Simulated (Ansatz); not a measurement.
Process, species as SMILES: N=C=O + 4 [H][H] (H2) → C (CH4) + N (NH3) + O (H2O)
B3LYP-D3(BJ)/def2-TZVP geometries, fixed; electronic energies without zero-point terms.

Basis-set convergence of the energy of full hydrogenation at PBE with Ansatz (an electronic-structure program). Cartesian d functions, on some or all atoms, in 6-31G*; all else is spherical. The program fits the integrals of some runs and decomposes those of others, by size. No added dispersion term, no relativity. Functions are those of the species that has most. Reference: the value in pcseg-4, -73.46 kcal/mol, itself unsure by roughly 0.24 kcal/mol (its mean distance from aug-pcseg-3, aug-cc-pVQZ, cc-pV5Z). Deviations are taken from unrounded values.

| basis | functions | energy of full hydrogenation (kcal/mol) | minus reference (kcal/mol) |
|---|---|---|---|
| 6-31G | 29 | -66.92 | 6.54 |
| 6-31G* | 47 | -57.14 | 16.32 |
| cc-pVDZ | 47 | -62.50 | 10.95 |
| pcseg-1 | 47 | -64.29 | 9.17 |
| aug-pcseg-1 | 78 | -74.10 | -0.64 |
| def2-TZVP | 99 | -67.60 | 5.86 |
| cc-pVTZ | 104 | -68.60 | 4.85 |
| pcseg-2 | 104 | -72.70 | 0.76 |
| def2-TZVPP | 107 | -71.13 | 2.33 |
| def2-TZVPD | 123 | -71.13 | 2.33 |
| jun-cc-pV(T+d)Z | 131 | -73.90 | -0.44 |
| aug-pcseg-2 | 161 | -73.94 | -0.48 |
| aug-pcseg-3 | 304 | -73.50 | -0.04 |
